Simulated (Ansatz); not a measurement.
# hcp Os

All values below come from HSE06 (Ansatz, a program for electronic structure, PAW).

Run with plane-wave cutoff 500 eV, 10×6×1 k mesh (along the axes of the cell as run), Fermi–Dirac smearing 0.1 eV, scalar-relativistic PAW data made under PBE.

Cell: relaxed with r²SCAN.

```
Quantity                                Value
----------------------------------  ---------
surface energy of the (10-10) face  5.14 J/m²
work function of the (10-10) face     4.44 eV
```

Note: exact exchange on metals is sensitive to the k mesh and can open a false gap.

The slab of 10 atoms is relaxed and unreconstructed.

Spin–orbit coupling is not included.

The computed numbers hold no vibrational or temperature effects.

It cost about 28 core-minutes (a rough figure) of CPU time.
